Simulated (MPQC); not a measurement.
# SOF2 (SMILES O=S(F)F): HF/aug-cc-pVDZ

What is the vertical ionisation energy of SOF2 at HF/aug-cc-pVDZ? 

Program for the calculation: MPQC 2.3.1.

11 further runs of the same task are left out: 1 that didn't finish, 10 set aside as unsound or not needed.

**1. The structure to begin with**

SOF2: 4 atoms, total charge 0, spin state singlet. SMILES: `O=S(F)F`. The coordinates come from a PBE0-D4/def2-TZVP relaxation.

Bond lengths: O1–S2 1.419 Å, S2–F3 1.588 Å, S2–F4 1.588 Å. Angles: O1–S2–F3 106.5°, O1–S2–F4 106.4°, F3–S2–F4 93.0°.

**2. The energy at HF/aug-cc-pVDZ**

run.in reads:

```
% F2OS
molecule<Molecule>: (
   symmetry = c1
   unit = bohr
   { atoms geometry } = {
      O  [ 1.76198064 0.12585576 -1.92336325 ]
      S  [ -0.28591556 -0.80540127 -0.46430571 ]
      F  [ -2.12480805 1.51971775 0.00075589 ]
      F  [ 0.64874298 -0.84017224 2.38691307 ]
   }
)
basis<GaussianBasisSet>: (
   name = "aug-cc-pVDZ"
   molecule = $:molecule
   basisdir = "."
   puream = yes
)
mpqc: (
   checkpoint = no
   savestate = no
   restart = no
   do_energy = yes
   do_gradient = no
   optimize = no
   mole<CLHF>: (
      molecule = $:molecule
      basis = $:basis
      total_charge = 0
      memory = 1000000000
      print_evals = yes
      print_npa = yes
      maxiter = 120
      value_accuracy = 1e-08
      guess_wavefunction<CLHF>: (
         molecule = $:molecule
         total_charge = 0
         memory = 1000000000
         value_accuracy = 1e-3
         basis<GaussianBasisSet>: (
            name = "STO-3G"
            molecule = $:molecule
         )
      )
   )
)
```

The basis set aug-cc-pVDZ is read from a file made from the Basis Set Exchange's data (not shown).

On the command line:

```
$ mpqc run.in > run.out
```

Output:

```text
MPQC: Massively Parallel Quantum Chemistry
[...]
  LUMO is    22   A =   0.066755
  total scf energy = -671.2381686753
Value of the MolecularEnergy: -671.2381686753
[...]
      symmetry = c1
[...]
```

It took 23 s on 1 thread of Arm Neoverse V2, shared host; peak memory 0.51 GiB.

**3. The doublet cation, same level**

run.in reads:

```
% F2OS
molecule<Molecule>: (
   symmetry = c1
   unit = angstrom
   { atoms geometry } = {
      O  [ 0.932400     0.066600    -1.017800 ]
      S  [ -0.151300    -0.426200    -0.245700 ]
      F  [ -1.124400     0.804200     0.000400 ]
      F  [ 0.343300    -0.444600     1.263100 ]
   }
)
basis<GaussianBasisSet>: (
   name = "aug-cc-pVDZ"
   molecule = $:molecule
   basisdir = "."
   puream = yes
)
mpqc: (
   checkpoint = no
   savestate = no
   restart = no
   do_energy = yes
   do_gradient = no
   optimize = no
   mole<UHF>: (
      molecule = $:molecule
      basis = $:basis
      total_charge = 1
      multiplicity = 2
      memory = 1000000000
      print_evals = yes
      print_npa = yes
      maxiter = 120
      value_accuracy = 1e-08
      guess_wavefunction<UHF>: (
         molecule = $:molecule
         total_charge = 1
         multiplicity = 2
         memory = 1000000000
         value_accuracy = 1e-3
         basis<GaussianBasisSet>: (
            name = "MINI (Huzinaga)"
            molecule = $:molecule
         )
      )
   )
)
```

The basis set aug-cc-pVDZ is read from a file made from the Basis Set Exchange's data (not shown).

On the command line:

```
$ mpqc -o run.out run.in
```

Output:

```text
MPQC: Massively Parallel Quantum Chemistry
[...]
  <S^2>      = 0.789078
  total scf energy = -670.8177370446
Value of the MolecularEnergy: -670.8177370446
[...]
      symmetry = c1
[...]
      nbasis = 96
[...]
    nalpha = 21
    nbeta = 20
[...]
```

It took 45 s on 1 thread of Arm Neoverse V2, shared host; peak memory 0.51 GiB.

**4. Results**

At HF/aug-cc-pVDZ:

| quantity | value |
| --- | --- |
| singlet SOF2: total energy | -671.23817 Eh |
| singlet SOF2: HOMO energy | -13.56 eV |
| singlet SOF2: LUMO energy | 1.82 eV |
| singlet SOF2: HOMO–LUMO gap | 15.37 eV |
| doublet cation: total energy | -670.81774 Eh |
| doublet cation: ⟨S²⟩ | 0.789 |
| vertical ionisation energy (to the doublet cation) | 11.441 eV |

In words: The vertical ionisation energy comes to 11.44 eV (264 kcal/mol). The negative HOMO energy of the first species, 13.56 eV, lies 2.11 eV above that difference.
